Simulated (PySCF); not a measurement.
Molecule: `ClC=C1CCC1`, C₅H₇Cl.

Atoms are numbered as in `[Cl:1][CH:2]=[C:3]1[CH2:4][CH2:5][CH2:6]1`. Each H is labelled by its parent atom.

Geometry PBE0-D3(BJ)/def2-SVP throughout; GIAO in PySCF 2.14, gas phase, one conformer, non-relativistic; equivalent atoms averaged; basis pcSseg-1.

For orientation, BHandHLYP gives these absolute shieldings σ: Cl1 794.5, C3 30.4, C2 58.9, C4 155.0, C6 155.2, C5 167.5, H(C2) 25.71, H(C6) 28.71, H(C5) 29.48 ppm.

A run gave: Cl1 728.2, C3 31.6, C2 57.2, C4 148.6, C6 148.1, C5 161.9, H(C2) 25.49, H(C6) 28.40, H(C5) 29.28 ppm (absolute shieldings σ).

Which functional was used in that run?
A. wB97X-D
B. BP86
C. PBE0
D. CAM-B3LYP

## Answers

B. Cl1 tells them apart best: BP86 gives 728.2, wB97X-D gives 779.3, PBE0 gives 768.4, CAM-B3LYP gives 772.9 ppm.
